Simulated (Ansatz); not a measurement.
`B1N[SiH2]1` → B• + 4 H• + N• + Si•  (atomization)

Calculated with Ansatz (gas phase, PBE0-D4/def2-TZVP geometries, no zero-point term in ΔE). CBS: MP2 limit from def2 TZ/QZ plus the TZ coupled-cluster correction, frozen cores. This one scheme is used for every species, atoms too. DFT in def2-TZVPP. HSE06 is defined as in plane-wave codes. No spin–orbit coupling; open shells (•) take unrestricted orbitals. Spin–orbit coupling would lower the free atoms: a little for B, Si.

CCSD(T)/CBS gives +24.26 eV.

Task: Another level gave +24.48 eV. Which?
A. CAM-B3LYP/def2-TZVPP
B. ωB97M-V/def2-TZVPP
C. HSE06-D4/def2-TZVPP
D. r2SCANh-D4/def2-TZVPP

Result: A. CAM-B3LYP 24.48, r2SCANh-D4 24.29, HSE06-D4 24.39, ωB97M-V 24.54 eV.

Largest T1 diagnostic among the species: 0.014.

At CCSD(T), def2-SVP lies −1.56 eV from the extrapolated value and def2-TZVPP −0.72 eV: correlation converges slowly with the basis, and small sets miss more of it in the bonded molecule than in its fragments. From PBE to PBE0 (25 % exact exchange), in def2-TZVPP and without D4, ΔE moves by −0.39 eV: exact exchange takes away binding that semilocal exchange gives to molecules. Leaving LDA and LC-ωPBE aside and taking each functional with its dispersion term where it has one, the values, not all of them listed here, spread over 0.94 eV, from BHLYP-D4 to PBE-D4. LDA lies +3.07 eV from PBE without D4, its usual overbinding.

For atomizations the MP2-based limit and the directly extrapolated one differ by several kJ/mol either way, and by 10 to 25 for some Ge, Se and Sn compounds, so smaller differences from it don't rank the levels.
